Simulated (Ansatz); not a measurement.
## Two structures, one formula

Two relaxed structures of CH4Mg2, singlet (PBE0-D4/def2-TZVP; forces vanish, vibrations not checked).

A:

```xyz
7
angstrom
C -1.5890 0.8100 -0.1884
Mg 0.2687 -0.1343 0.0315
Mg 2.8231 -1.4380 0.3346
H -1.8009 1.0568 -1.2350
H -2.4123 0.1781 0.1636
H -1.6412 1.7470 0.3775
H 4.3515 -2.2196 0.5163
```

B:

```xyz
7
angstrom
C -1.3768 0.4237 -0.3209
Mg 0.5868 0.1433 0.1338
Mg 3.5143 0.7077 1.0355
H -1.5871 0.1500 -1.3688
H -2.0253 -0.2225 0.2947
H 2.8975 -2.6566 0.1588
H 3.5200 -3.0635 0.2421
```

Computed with Ansatz 0.2.0 (basis: def2-TZVPP); correlated methods freeze the cores. The outer core shell of Li, Na, Mg and K is correlated. The def2 sets are not built for correlating such inner shells, so the correlated values are less sure here. B3LYP uses VWN-RPA correlation.

Problem. Which structure is lower at CCSD(T), and by how much? (Judge from chemistry; the value comes from the calculation.)

Solution. By the calculation: A, by 69.11 kcal/mol (electronic energy, against the other). By their contacts, A is CH₄Mg₂ ([CH3][Mg][MgH]) and B is a complex of CH₂Mg ([CH2][Mg]) + H₂ + Mg.

All methods give the same order:

```tsv
method	E(B) − E(A) (kcal/mol)
PBE-D4	68.09
r2SCAN-D4	74.98
PBE0-D4	77.81
B3LYP-D4	72.13
wB97M-V	79.31
HF	91.91
MP2	77.37
CCSD	76.14
CCSD(T)	69.11
```

T1 diagnostic: at most 0.025. The restricted Hartree–Fock reference is unstable towards an unrestricted one at one or more of these structures. A large double-excitation amplitude points to some diradical character; no triplet was computed.

Labels in which every atom is bracketed show which atoms are joined, not bond orders.

For scale, one of the runs: CCSD(T)/def2-TZVPP, 151 basis functions, launched by `ansatz run in.yaml --threads 2 --pin off --events-out ev --progress --plain --max-ram 4352MiB`. Hardware: 2 CPU threads of an Arm Neoverse V1, shared host. Wall time 50 s; peak host memory 1.2 GiB.
